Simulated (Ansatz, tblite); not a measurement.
# HgI2: removing an electron

One table from this session's results is given with a row withheld; the runs are named, their logs left out.

The runs use Ansatz 0.2.0, Gaussian basis; as each input shows.

Levels to be run: charge +1 doublet, at the geometry of the singlet (PBE0-D4/def2-TZVP, PBE-D4/def2-TZVP, r2SCAN-D4/def2-TZVP, ωB97X-V/def2-TZVP, B3LYP-D4/def2-TZVP, LC-ωPBE/def2-TZVP, revPBE-D4/def2-TZVP, B97M-V/def2-TZVP); the starting singlet's energies come from earlier runs.

## The structure

The singlet was relaxed beforehand with PBE-D4/def2-TZVP.

3 atoms, charge 0, spin multiplicity 1.

Atoms are counted from 1 here; the program's logs count them from 0.

Bond lengths: Hg1–I2 2.602 Å, Hg1–I3 2.602 Å. Angles: I2–Hg1–I3 180.0°.

Hg, I take a core potential in the def2 sets. No spin-orbit coupling is included.

Set-up of the first run:

Contents of in.yaml:

```yaml
crystal:
  periodic: [false, false, false]
  atoms:
    - {symbol: Hg, position_ang: [0.000020, 0.000013, -0.000025]}
    - {symbol: I, position_ang: [-0.017092, -0.021395, 2.602141]}
    - {symbol: I, position_ang: [0.017082, 0.021393, -2.602116]}
basis:
  gaussian: {orbitals: def2-SVP}
total_charge: 1
magnetization: {spin_polarized: true, initial_magnetization: 1}
hamiltonian: {xc: pbe0, dispersion: d4}
output: {orbitals: {seedname: orbitals}}
```

Launch:

```bash
$ ansatz run in.yaml --threads 2 --pin off --events-out ev --progress --plain --max-ram 4352MiB
```

Among the steps run: Charge +1 doublet at the fixed geometry, first pass, PBE0-D4/def2-SVP; Charge +1 doublet at the fixed geometry, PBE0-D4/def2-TZVP; Charge +1 doublet at the fixed geometry, PBE-D4/def2-TZVP; Charge +1 doublet at the fixed geometry, r2SCAN-D4/def2-TZVP; Charge +1 doublet at the fixed geometry, ωB97X-V/def2-TZVP; Charge +1 doublet at the fixed geometry, B3LYP-D4/def2-TZVP; Charge +1 doublet at the fixed geometry, LC-ωPBE/def2-TZVP; Charge +1 doublet at the fixed geometry, revPBE-D4/def2-TZVP; Charge +1 doublet at the fixed geometry, B97M-V/def2-TZVP.

One table of the session follows, with a row left open; its other results are not shown here.

It belongs to the step «Vertical ionisation energy». Beside −ε(HOMO) of the starting state:

```
              level  −ε(HOMO) (eV)  by difference (eV)  mismatch (eV)
   PBE-D4/def2-TZVP           6.61                9.12          -2.52
revPBE-D4/def2-TZVP           6.55                9.06          -2.51
r2SCAN-D4/def2-TZVP           6.89                9.32          -2.43
   B97M-V/def2-TZVP              ?                   ?              ?
 B3LYP-D4/def2-TZVP           7.46                9.43          -1.97
  PBE0-D4/def2-TZVP           7.71                9.50          -1.79
  LC-ωPBE/def2-TZVP          10.25                9.89          +0.36
  ωB97X-V/def2-TZVP           9.92                9.88          +0.04
```

Q: Estimate the row for B97M-V/def2-TZVP from the others.

The run gave: −ε(HOMO) (eV): 6.85; by difference (eV): 9.16; mismatch (eV): -2.31. In the column «−ε(HOMO) (eV)» it lies between PBE-D4/def2-TZVP (6.61) and r2SCAN-D4/def2-TZVP (6.89).
